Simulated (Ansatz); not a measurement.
```yaml
crystal:
  periodic: [false, false, false]
  atoms:
    - {symbol: S, position_ang: [-1.662629, -0.692080, -0.006224]}
    - {symbol: Ge, position_ang: [-0.030932, 0.577026, 0.004825]}
    - {symbol: Si, position_ang: [1.978213, -0.702270, -0.005372]}
basis:
  gaussian: {orbitals: def2-TZVP}
hamiltonian: {xc: pbe0}
relax: {f_tol: 0.004, max_steps: 80}
```

```sh
$ ansatz run in.yaml --threads 1 --pin off --events-out ev --progress --plain --max-ram 2176MiB
```

Steps of the relaxation (energy above the last step; positions in Å, forces in eV/Å):

```
3
step 1, 448.4 meV
S    -1.663   -0.692   -0.006    0.165    0.394    0.003
Ge   -0.031    0.577    0.005    0.556   -1.068   -0.009
Si    1.978   -0.702   -0.005   -0.722    0.675    0.005
```

```
3
step 2, 317.6 meV
S    -1.726   -0.644   -0.006    0.079    0.308    0.003
Ge    0.004    0.466    0.004    0.036   -0.594   -0.005
Si    2.007   -0.640   -0.005   -0.115    0.286    0.002
```

```
3
step 3, 189.6 meV
S    -1.869   -0.544   -0.005    0.485    0.418    0.004
Ge    0.020    0.272    0.002   -0.625   -0.550   -0.005
Si    2.133   -0.545   -0.004    0.140    0.132    0.001
```

```
3
step 7, 0.0 meV
S    -2.013   -0.257   -0.003    0.000    0.001    0.000
Ge    0.006   -0.270   -0.002    0.004   -0.002    0.000
Si    2.292   -0.290   -0.002   -0.004    0.001    0.000
```

Close pairs at the end: S1–Ge2 2.018 Å, Ge2–Si3 2.286 Å.

A stationary point of restricted PBE0 after 7 steps (its stability towards spin polarisation wasn't tested); no frequencies were run, so it isn't proven a minimum. 2.7 min on 1 thread of Intel Xeon Platinum 8259CL, shared host.
